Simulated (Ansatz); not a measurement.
Consider the isomerisation: `C=C(C)OC` → `C1CCOC1`.

Computed with Ansatz on PBE0-D4/def2-TZVP structures; ΔE is electronic, products minus reactants. CCSD(T)/CBS adds triple-zeta CCSD(T) − MP2 to the extrapolated MP2 energy (def2 sets, frozen cores). Functionals use def2-TZVPP. One conformer a species, not always the lowest.

```tsv
level	ΔE (kJ/mol)
PBE-D4	-34.5
PBE0-D4	-47.3
r2SCAN0-D4	-43.9
r2SCAN	-33.2
RPA@PBE/def2-TZVPP	-43.2
MP2/def2-TZVPP	-44.6
SCS-MP2/def2-QZVPP	-41.4
CCSD/CBS(def2)	-42.4
```

What does CCSD(T)/CBS give? (Estimate.)

The calculation gave: -39.6 kJ/mol. The listed levels differ from it by 5.1, -7.7, -4.3, 6.4, -3.6, -5.0, -1.8, -2.8 kJ/mol.

Largest T1 diagnostic among the species: 0.012.

From r2SCAN to r2SCAN0 (25 % exact exchange), in def2-TZVPP and without D4, ΔE moves by −10.5 kJ/mol. In def2-TZVPP, CCSD(T) changes the Hartree–Fock value by −7.2 kJ/mol (the triples alone add +2.8 kJ/mol) and MP2 by −11.5 kJ/mol.
